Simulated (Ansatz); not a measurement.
Molecule: acetylene, C$_{2}$H$_{2}$, charge 0, multiplicity 1. 
Structure (B3LYP-D3(BJ)/def2-TZVP (Ansatz, a program for electronic structure) minimum search):
```xyz
4

C      0.0000     0.0000    -0.5984
C      0.0000     0.0000     0.5984
H      0.0000     0.0000     1.6611
H      0.0000     0.0000    -1.6611
```

Basis-set convergence of Hartree-Fock and CCSD(T) correlation energies (hartree) with Ansatz. Cores are frozen in the correlated levels unless marked. No spin-orbit coupling. Non-relativistic.

```tsv
basis	functions	E(HF)	E(corr, CCSD(T))
def2-SVP	38	-76.76244	-0.28301
def2-TZVPP	90	-76.85244	-0.33637
def2-QZVPP	174	-76.85578	-0.35359
```

Extrapolating the two largest sets (X = 3 and 4) as X^-3: E(corr) = (64·(-0.35359) - 27·(-0.33637))/37 = -0.3662 Eh, an estimate of the basis-set limit. The largest set recovers 96.6 % of it, the smallest 77.3 %.
